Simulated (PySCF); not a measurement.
# Structure from NMR data

An unknown has the formula C4H7F. Its calculated NMR data are:

¹H NMR (300 MHz, computed): δ 3.83 (ddt, J = 69.8, 7.0, 2.4 Hz, 1H), 0.98 (m, 3H), 0.92 (m, 1H), 0.91 (m, 1H), 0.20 (m, 1H).

¹³C{¹H} NMR (computed): δ 74.4 (CH, d, J = 290.8 Hz), 17.3 (CH3), 14.0 (CH2, d, J = 8.9 Hz), 13.7 (CH, d, J = 7.7 Hz).

How the numbers were obtained: couplings computed with B3LYP/pcJ-1 (spin–dipole term only in couplings to heteroatoms), shielding tensors at PBE0/pcSseg-1 (GIAO), geometry from PBE0-D3(BJ)/def2-SVP, in PySCF 2.14 (single conformer, no solvent model, one averaged value for each set of equivalent atoms, non-relativistic).

δ = σ(ref) − σ, references computed at the same level: ¹H (31.27 ppm), ¹³C (184.41 ppm) against TMS.

Which of these isomers gave the spectra?
A. CC1(F)CC1
B. C[C@@H]1C[C@H]1F
C. C/C=C/CF
D. C/C=C\CF

Results:

B. 

- The formula gives 1 degree of unsaturation (1 ring in the answer).
- 4 carbon signals for 4 carbons: no two carbons are equivalent.
- Carbon types of the structure: 2 × CH, 1 × CH2, 1 × CH3, which accounts for all hydrogens.
- δC 74.4, 14.0, 13.7: three-membered-ring carbon.
- δC 17.3: methyl carbon; aliphatic region, no heteroatom directly attached.
- δH 3.83, 0.92, 0.91, 0.20: hydrogen on a three-membered-ring carbon.
- δH 0.98: hydrogen on a methyl carbon; far from electronegative atoms and π systems.

The others: CC1(F)CC1 would give 3 carbon signals, not 4; C/C=C/CF would give 4 signals for carbon-bound and other non-exchanging H, not 5; C/C=C\CF would give 4 signals for carbon-bound and other non-exchanging H, not 5.

Common functionals overestimate the size of one-bond C–F couplings by tens of Hz; these are unscaled. Multiplet labels drop couplings under 1 Hz and merge nearly equal ones. Unscaled 3J(H,H) at this level run about 10 % above measured values. Shifts are as computed. Against solution values, carbons near 30 ppm lie about +2 ppm off and those near 130 ppm about +5 ppm. Of 1211 compounds with measured shifts, 218 miss one by over three times the rms of a fit or turn the order of signals round; such compounds aren't used in these exercises.
